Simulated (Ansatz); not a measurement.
Results of LDA (plane waves, PAW; Ansatz, a first-principles code) for black phosphorus.

Numerical settings: plane-wave cutoff 520 eV, 12×12×8 k mesh (along the axes of the cell as run), Fermi–Dirac smearing 0.01 eV, scalar-relativistic PAW data made under PBE.

Starting structure:

```
P
1.0
    1.65500    -5.24000     0.00000
    1.65500     5.24000     0.00000
    0.00000     0.00000     4.38000
P
4
Direct
  0.10170   0.89830   0.91940
  0.39830   0.60170   0.41940
  0.60170   0.39830   0.58060
  0.89830   0.10170   0.08060
```

### Question
Into what structure does the relaxation of cell and atoms lead at this level, with the symmetry of the start kept?

### Answer
The volume shrinks by 8.7 %; final space group Cmce.
```
P
1.0
    1.65525    -5.08198     0.00000
    1.65525     5.08198     0.00000
    0.00000     0.00000     4.12352
P
4
Direct
  0.10650   0.89350   0.92915
  0.39350   0.60650   0.42915
  0.60650   0.39350   0.57085
  0.89350   0.10650   0.07085
```

Note: the solid has no gap at this level, which affects its response.
